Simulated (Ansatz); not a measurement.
System: zinc-blende BeTe. Method: PBE0-D3(BJ) in Ansatz (PAW).

Numerical settings: plane-wave cutoff 460 eV, 8×8×8 k mesh, Fermi–Dirac smearing 0.01 eV, scalar-relativistic PAW data made under PBE.

The cell is scaled about its equilibrium volume:

```
V (Å³/atom)  P (GPa)  direct gap at Γ (eV)  smallest gap on the k mesh (eV)
-----------  -------  --------------------  -------------------------------
20.261          3.80                 5.031                            3.039
20.794          1.78                 5.063                            3.115
21.222          0.34                 5.086                            3.172
21.860         -1.57                 5.118                            3.252
22.115         -2.26                 5.129                            3.282
22.393         -2.97                 5.140                            3.314
```

The fundamental gap (3.19 eV at the equilibrium volume, on the SCF mesh) lies elsewhere than Γ–Γ.

Spin–orbit coupling is not included; with these elements it can move the gap by several tenths of an eV or more.

Ansatz is a first-principles code.
